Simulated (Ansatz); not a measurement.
A calculation with Ansatz (development build ahead of 0.2.0).

```yaml
crystal:
  periodic: [false, false, false]
  atoms:
    - { symbol: H, position_ang: [0.0, 0.0, 1.59168] }
    - { symbol: C, position_ang: [0.0, 0.0, 0.3971] }
    - { symbol: C, position_ang: [1.57007, 0.0, -0.10197] }
    - { symbol: C, position_ang: [-0.78503, 1.35972, -0.10197] }
    - { symbol: C, position_ang: [-0.78503, -1.35972, -0.10197] }
    - { symbol: H, position_ang: [1.63719, 0.0, -1.2917] }
    - { symbol: H, position_ang: [2.15231, 0.96077, 0.28938] }
    - { symbol: H, position_ang: [2.15231, -0.96077, 0.28938] }
    - { symbol: H, position_ang: [-0.8186, 1.41785, -1.2917] }
    - { symbol: H, position_ang: [-1.90821, 1.38357, 0.28938] }
    - { symbol: H, position_ang: [-0.2441, 2.34434, 0.28938] }
    - { symbol: H, position_ang: [-0.8186, -1.41785, -1.2917] }
    - { symbol: H, position_ang: [-0.2441, -2.34434, 0.28938] }
    - { symbol: H, position_ang: [-1.90821, -1.38357, 0.28938] }
basis:
  gaussian: { orbitals: def2-TZVP }
hamiltonian:
  xc: hf
```

The input is written out in the form of the current development build from the run's settings.

Results

```
Converged                       : yes
Total energy                    : -157.27316 hartree
Spin squared of the determinant : 0.000
```

Caution: no unrestricted run beside it, a lower state can exist.
